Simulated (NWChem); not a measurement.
acetonitrile (C$_{2}$H$_{3}$N); SMILES CC#N

All runs: NWChem. Pople sets run with spherical d functions. B3LYP is NWChem's, with the RPA form of VWN correlation. Each level has its own optimisation; frequencies are unscaled.

```json
[
 {"level": "Hartree-Fock/STO-3G", "r C–C (Å)": "1.486", "r C–H (Å)": "1.088", "r C–N (Å)": "1.154", "highest harmonic frequency (cm⁻¹)": "3744", "lowest (cm⁻¹)": "438", "zero-point energy (kcal/mol)": "33.6", "dipole (D)": "3.10"},
 {"level": "Hartree-Fock/3-21G", "r C–C (Å)": "1.457", "r C–H (Å)": "1.083", "r C–N (Å)": "1.139", "highest harmonic frequency (cm⁻¹)": "3286", "lowest (cm⁻¹)": "493", "zero-point energy (kcal/mol)": "31.0", "dipole (D)": "3.88"},
 {"level": "Hartree-Fock/6-31G*", "r C–C (Å)": "1.467", "r C–H (Å)": "1.082", "r C–N (Å)": "1.135", "highest harmonic frequency (cm⁻¹)": "3315", "lowest (cm⁻¹)": "426", "zero-point energy (kcal/mol)": "30.7", "dipole (D)": "4.04"},
 {"level": "B3LYP/6-31G*", "r C–C (Å)": "1.461", "r C–H (Å)": "1.095", "r C–N (Å)": "1.160", "highest harmonic frequency (cm⁻¹)": "3140", "lowest (cm⁻¹)": "388", "zero-point energy (kcal/mol)": "28.6", "dipole (D)": "3.81"},
 {"level": "LDA (Slater exchange, VWN5)/def2-SVP", "r C–C (Å)": "1.440", "r C–H (Å)": "1.110", "r C–N (Å)": "1.165", "highest harmonic frequency (cm⁻¹)": "3077", "lowest (cm⁻¹)": "386", "zero-point energy (kcal/mol)": "27.5", "dipole (D)": "3.82"},
 {"level": "PBE/def2-SVP", "r C–C (Å)": "1.458", "r C–H (Å)": "1.108", "r C–N (Å)": "1.171", "highest harmonic frequency (cm⁻¹)": "3080", "lowest (cm⁻¹)": "370", "zero-point energy (kcal/mol)": "27.5", "dipole (D)": "3.72"},
 {"level": "BLYP/def2-SVP", "r C–C (Å)": "1.467", "r C–H (Å)": "1.108", "r C–N (Å)": "1.171", "highest harmonic frequency (cm⁻¹)": "3046", "lowest (cm⁻¹)": "367", "zero-point energy (kcal/mol)": "27.4", "dipole (D)": "3.66"},
 {"level": "PBE0/def2-SVP", "r C–C (Å)": "1.453", "r C–H (Å)": "1.099", "r C–N (Å)": "1.157", "highest harmonic frequency (cm⁻¹)": "3180", "lowest (cm⁻¹)": "387", "zero-point energy (kcal/mol)": "28.5", "dipole (D)": "3.83"}
]
```
